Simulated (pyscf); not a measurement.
PySCF, gas phase, ωB97X-D3(BJ)/def2-SVP geometries.

Problem. Estimate by transition-state theory the rate constant of F–GeH₂–F + water (H₂O) -> HO–GeH(F)–F + hydrogen (H₂) (singlet surface; Ge–H, H–O broken, Ge–O, H–H formed) at 1200 K, with ωB97M-D3(BJ)/def2-TZVP energies (ideal gas, 1 atm, RRHO with modes under 100 cm⁻¹ raised to 100, one conformer, R ln 2 for chiral ones without a mode under 150 cm⁻¹; no tunnelling).

Solution. The electronic barrier is 36.9 kcal/mol and the thermal terms add +38.6, so ΔG‡ = 75.5 kcal/mol. With k_BT/h = 2.50e+13 s⁻¹ and RT = 2.385 kcal/mol, and a volume of 1.64e-19 cm³ per molecule at 1 atm, k = 7.3e-20 cm³ molecule⁻¹ s⁻¹. Wigner's tunnelling factor for 1486i cm⁻¹ would be 1.13. A shift of 1 kcal/mol in the barrier changes k by a factor 1.5. On the reactant side the descent ends in a complex (not fully relaxed), 7.6 kcal/mol under the separated species and 44.1 kcal/mol under the saddle at ωB97X-D3(BJ)/def2-TZVP. The same reactants have a lower exit, to HF + HO–GeH₂–F (barrier +11.6 kcal/mol at ωB97M-D3(BJ)/def2-TZVP, against +36.9 kcal/mol here). This is the saddle that the search found; another between the same sides may lie lower. Elements up to Kr have no core potential and no relativistic terms here.
